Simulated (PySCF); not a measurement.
Compound: C₄H₄FN.
Structure used (PBE0-D3(BJ)/def2-SVP), in Å, numbered top down from 1:
```xyz
10
C4H4FN angstrom
N     -2.3220    1.8482   -0.0604
C     -1.7050    0.8753    0.0446
C     -0.9160   -0.3458    0.1893
C      0.4287   -0.0959    0.8077
C      1.5737   -0.3992    0.2051
F      1.6179   -0.9485   -1.0050
H     -0.7975   -0.8073   -0.8027
H     -1.5003   -1.0524    0.8039
H      0.4788    0.3615    1.7981
H      2.5654   -0.2346    0.6350
```

Level of theory: delta-SCF UKS SCAN, pcX-2 on the ionised atom, pcseg-1 elsewhere, spin-free X2C in PySCF 2.14.0. Every row has its own mixed basis.

```json
{"ionised atom": "C2", "basis functions": "135", "E(ground) (Eh)": "-309.39169", "E(ionised) (Eh)": "-298.64498"}
{"ionised atom": "C3", "basis functions": "135", "E(ground) (Eh)": "-309.38576", "E(ionised) (Eh)": "-298.62628"}
{"ionised atom": "C4", "basis functions": "135", "E(ground) (Eh)": "-309.38734", "E(ionised) (Eh)": "-298.67623"}
{"ionised atom": "C5", "basis functions": "135", "E(ground) (Eh)": "-309.39025", "E(ionised) (Eh)": "-298.60498"}
{"ionised atom": "N1", "basis functions": "135", "E(ground) (Eh)": "-309.39757", "E(ionised) (Eh)": "-294.50725"}
{"ionised atom": "F6", "basis functions": "135", "E(ground) (Eh)": "-309.43202", "E(ionised) (Eh)": "-283.93738"}
```

Turn these total energies into binding energies.

E(ionised) − E(ground), at 27.2114 eV a hartree:

```csv
atom,environment,difference (Eh),binding energy (eV)
C2,nitrile carbon,10.74671,292.43
C3,sp3 carbon next to a nitrile,10.75948,292.78
C4,alkene CH carbon,10.71111,291.46
C5,vinylic C–F carbon,10.78527,293.48
N1,nitrile nitrogen,14.89032,405.19
F6,vinyl fluorine,25.49464,693.74
```

How much do the ground-state energies differ, and what would follow from using one of them for all holes?

They run from -309.4320 Eh (core basis on F6) to -309.3858 Eh (on C3), 0.0462 Eh or 1.26 eV apart, for one and the same state in different bases and grids. Pairing the ion of C3 with the ground state of F6 would put its binding energy 1.26 eV too high.

Only 1s holes are shown. Isolated species at its PBE0-D3(BJ)/def2-SVP geometry (one conformer only).
